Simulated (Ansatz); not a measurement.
Relaxation of CH2Cl2O (6 atoms, charge 0, multiplicity 1), to a largest force component of 0.015 eV/Å in at most 40 steps.

Method: Ansatz 0.2.0, RKS PBE0/def2-SVP.

```xyz
6
Properties=species:S:1:pos:R:3:forces:R:3
O 0.587 0.991 0.062 -0.65 -0.48 -0.80
C -0.128 -0.186 0.303 2.25 1.93 -0.15
Cl 0.844 -1.492 -0.336 0.50 -1.37 -0.02
Cl -1.612 -0.129 -0.519 -2.22 -0.10 -0.72
H 0.623 1.048 -0.935 0.11 0.12 1.46
H -0.273 -0.295 1.378 0.01 -0.10 0.22
```

Where does it end, and by what steps?

The run converged. After 5 steps the energy has fallen by 0.278 eV; Cl4 moved furthest, 0.12 Å.

```
step  energy less start (eV)  largest force component (eV/Å)  accepted
   0                  0.0000                           2.250       yes
   1                 -0.2055                           1.279       yes
   2                 -0.2685                           0.452       yes
   3                 -0.2779                           0.079       yes
   4                 -0.2781                           0.086       yes
   5                 -0.2782                           0.010       yes
```

```xyz
6
Properties=species:S:1:pos:R:3
O 0.559 1.005 0.055
C -0.091 -0.152 0.266
Cl 0.839 -1.579 -0.309
Cl -1.715 -0.179 -0.504
H 0.696 1.124 -0.896
H -0.245 -0.283 1.342
```

Whether the end is a true minimum wasn't checked by a vibrational analysis.

Run time: 17 s on 1 thread of Arm Neoverse V1 (shared host), peak memory 0.14 GiB.
